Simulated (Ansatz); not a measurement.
Input file:

```yaml
crystal:
  periodic: [false, false, false]
  atoms:
    - {symbol: Zr, position_ang: [-0.005439, -0.003175, -0.462498]}
    - {symbol: N, position_ang: [-0.006272, 0.577146, 1.527406]}
    - {symbol: N, position_ang: [0.041692, -0.556470, 1.484792]}
basis:
  gaussian: {orbitals: def2-SVP}
hamiltonian: {xc: {name: PBE0}}
```

```sh
$ ansatz run in.yaml --threads 1 --pin off --events-out ev --progress --plain --max-ram 2393MiB
```

Output:

```
697 factors; their error is unknown
mean field evaluation 1: about -4216.1045 eV, gradient 1.1e2 eV
mean field evaluation 2: about -3661.1539 eV, gradient 3.2e2 eV
mean field evaluation 4: about -4247.1125 eV, gradient 2.7e1 eV
mean field evaluation 8: about -4249.3587 eV, gradient 4.9e-1 eV
mean field evaluation 16: about -4249.3673 eV, gradient 3.8e-2 eV
mean field evaluation 32: about -4250.2755 eV, gradient 1.2e-1 eV
mean field -4250.27569893 eV, -156.1947509952 hartree, gradient 2.0e-5 eV, S^2 0.000000; 3 other end points of the search recorded, 0 dependent functions left out
reference -4250.27573321 eV, -156.1947522550 hartree; 13, 13 occupied and 46, 46 virtual orbitals, 697 factors
Total energy: -4250.27573321 eV, -156.1947522550 hartree
```

Ran on 1 thread of Arm Neoverse V2, shared host: 4 s wall, 0.11 GiB peak host memory.
